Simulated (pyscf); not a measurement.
PySCF, gas phase, ωB97X-D3(BJ)/def2-SVP geometries.

Task: Estimate the classical barrier height and the reaction energy of H₃Sn–SnH₃ + CH₃• → H₃C–SnH₃ + SnH₃• at ωB97M-D3(BJ)/def2-TZVP. The step runs on the doublet surface, breaks Sn–Sn and forms C–Sn; take the separated reactants as zero.

Result: ΔE‡ = 34.0 kJ/mol, ΔE = -52.9 kJ/mol. Zero-point energy shifts the barrier by +9.3 kJ/mol. It is a substitution at Sn, with an imaginary mode of 515i cm⁻¹. This is the saddle that the search found; another between the same sides may lie lower. The angle at the attacked Sn is 180°. Elements past Kr carry the def2 core potentials, without spin-orbit coupling.
